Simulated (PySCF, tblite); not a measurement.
Species: C3H3 (charge +1).
SMILES with atom numbers: `[cH:1]1[cH:2][cH+:3]1` (hydrogens: H4 on C1; H5 on C2; H6 on C3)
Bond orders are those of one Lewis drawing.

Computed with GFN2-xTB (tblite), gas phase: Langevin dynamics at 400 K from the optimised GFN2-xTB geometry, time step 0.5 fs, friction 0.01 fs⁻¹, 2000 steps. Over the second half of the run the saved frames average 436 K.

Frame at 250 fs, instantaneous temperature 407 K:
```
atom  x, y, z in Å
C1     -0.969   -1.112    0.715
C2     -0.550    0.021   -0.028
C3      0.337   -1.046    0.249
H4     -1.661   -1.735    1.140
H5     -0.700    0.999   -0.461
H6      1.314   -1.436    0.012
```

Frame at 425 fs, instantaneous temperature 276 K:
```
atom  x, y, z in Å
C1     -1.405   -1.450    0.507
C2     -0.535   -0.518   -0.049
C3     -0.074   -1.777    0.300
H4     -2.435   -1.813    0.725
H5     -0.451    0.473   -0.559
H6      0.798   -2.388    0.571
```

Frame at 625 fs, instantaneous temperature 800 K:
```
atom  x, y, z in Å
C1     -1.335   -1.489    0.602
C2     -1.477   -0.918   -0.659
C3     -0.198   -1.029   -0.076
H4     -1.743   -1.861    1.600
H5     -2.121   -0.747   -1.483
H6      0.873   -0.986   -0.030
```

Frame at 800 fs, instantaneous temperature 396 K:
```
atom  x, y, z in Å
C1     -0.683   -1.666   -0.004
C2     -0.455   -1.141   -1.270
C3     -0.712   -0.300   -0.225
H4     -0.614   -2.543    0.653
H5     -0.229   -1.384   -2.267
H6     -1.106    0.670    0.103
```

Frame at 1000 fs, instantaneous temperature 210 K:
```
atom  x, y, z in Å
C1     -0.560   -2.187   -0.089
C2     -0.149   -1.167   -0.929
C3      0.200   -1.188    0.448
H4     -1.052   -3.140   -0.032
H5     -0.019   -0.668   -1.932
H6      0.696   -0.588    1.198
```

Problem. What do single points at PBE0/pcSseg-1 (PySCF, gas phase) give on these frames?

Solution. 
```
t (fs)  GFN2-xTB E above start (eV)  DFT E above lowest frame (eV)  HOMO (eV)  LUMO (eV)
   250                         0.18                           0.13     -17.48      -8.28
   425                         0.16                           0.01     -17.39      -8.11
   625                         0.18                           0.08     -17.40      -8.18
   800                         0.14                           0.01     -17.35      -8.17
  1000                         0.14                           0.00     -17.16      -8.18
```

Both levels order the frames alike by energy; measured from each level's lowest frame they differ by 0.09 eV at most. The HOMO–LUMO gap runs from 8.98 to 9.28 eV. These are instantaneous structures, not minima.

Problem. And the isotropic GIAO shieldings (ppm) from the same runs?

Solution. 
```tsv
atom	250 fs	425 fs	625 fs	800 fs	1000 fs	mean	range
C1	-0.7	-8.8	-11.5	-11.4	9.3	-4.6	20.8
C2	-14.9	-7.2	-1.7	-3.7	-20.3	-9.6	18.6
C3	-9.8	-4.0	-11.1	3.1	-6.7	-5.7	14.2
H4	21.5	19.8	19.2	19.7	21.1	20.3	2.3
H5	19.8	19.7	20.9	20.7	18.8	20.0	2.1
H6	20.1	20.3	20.0	20.6	20.0	20.2	0.6
```

The cost below is that of the whole dynamics run. Time: 3.7 s wall; peak memory 0.18 GiB. Hardware: one thread, AMD EPYC 7B13 (x86_64), shared host with 64 logical CPUs at a one-minute load of 4.1.
